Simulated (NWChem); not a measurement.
C2H5NO anion, doublet; SMILES of the neutral closed-shell parent CC(=O)N

```xyz
9

C      0.1739     1.3735    -0.0183
C     -0.1489    -0.0725     0.2480
N      1.0104    -0.9126     0.0684
O     -1.3173    -0.5420     0.0431
H      0.4229     1.5116    -1.1197
H      1.0520     1.7238     0.5443
H     -0.6888     2.0130     0.2064
H      0.6665    -1.8617    -0.0830
H      1.5353    -0.6528    -0.8005
```
Atoms are numbered in this order, from 1.

Program: NWChem. Pople sets run with spherical d functions. Spin-unrestricted. The geometry was optimised at B3LYP/def2-SVPD, spin-unrestricted. Not confirmed as a minimum by frequencies. The spin multiplicity was typed, not searched, and may not be the lowest. No stability test was run on the SCF state. The gas-phase anion has a positive highest level at the geometry level, so the gas reference is doubtful. Level: PBE0/6-31+G* with COSMO at NWChem's default radii, gas-phase geometry; rows give the dielectric constant. Reactions with the solvent are ignored.

For dielectric constant 3.9:

```yaml
electrostatic solvation energy (kcal/mol): -47.2
```

Q: Estimate the same quantities for dielectric constant 7.6.

A: 
* **electrostatic solvation energy (kcal/mol)**: -56.1
